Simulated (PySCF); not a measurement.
Stick spectrum of a doublet radical in fast tumbling, microwave frequency 9.701 GHz, simulated to first order from computed parameters.

Lines, field (mT) (relative intensity): 306.95 (1), 308.04 (3), 309.14 (3), 310.23 (1), 321.95 (1), 323.04 (3), 324.14 (3), 325.24 (1), 336.95 (1), 338.05 (3), 339.14 (3), 340.24 (1), 351.95 (1), 353.05 (3), 354.14 (3), 355.24 (1), 366.95 (1), 368.05 (3), 369.15 (3), 370.24 (1), 381.95 (1), 383.05 (3), 384.15 (3), 385.24 (1)

**Question.** What is g?

**Answer.** The pattern is symmetric about 346.09 mT, so g = hν/(μB·B0) = 9701/(13.99624 × 346.09) = 2.0027, a shift of +0.4 × 10⁻³ from the free-electron value.

**Question.** Take the pattern apart into splittings.

**Answer.** The first two lines at either end are about 1.10 mT apart, which is the smallest coupling, and their intensity ratio 1:3 counts the nuclei that share it. In full: a 1:1:1:1:1:1 sextet of 15.00 mT (420 MHz), from 1 nucleus of spin 5/2; a 1:3:3:1 quartet of 1.10 mT (31 MHz), from 3 nuclei of spin 1/2. Check: Σ 2nI·a is the distance from the first to the last line, 78.30 mT.

**Question.** The radical has the formula [AlH3]-. Propose a structure, and say which nuclei carry the couplings.

**Answer.** `[AlH3-]` [radical] (charge -1), numbered [AlH3-:1] (hydrogens: H2, H3, H4 on Al1). 15.00 mT: 27Al at Al1 (largest spin population; computed sign +); 1.10 mT: 1H at H2/H3/H4 (1 bond from Al1; computed sign +). The largest Mulliken spin population is on Al1 (+0.96). The angles at Al1 add up to 332.9°, so it is pyramidal.

Level of theory: UKS B3LYP, IGLO-III on Al, pcH-1 on H, non-relativistic, mean-field spin-orbit, GIAO (PySCF 2.14.0). Isolated species at its PBE0-D3(BJ)/def2-SVP geometry, gas phase. Whether the extra electron is bound in the gas phase wasn't checked; a finite basis holds it in any case. The geometry's basis has no diffuse functions, a weakness for an anion.

Means are taken over nuclei equivalent by connectivity, which assumes that they swap fast.

First-order positions only. To second order lines move to lower field by a²/(2B0)·[J(J+1) − M²], with J the total spin of the equivalent nuclei and M its projection: up to 2.76 mT for the 15.00 mT coupling at this field.

Rare isotopes and splittings under 0.04 mT were left out of the simulation.

On one thread, x86-64 server, no GPU, shared host, this took 2.1 s of wall time.
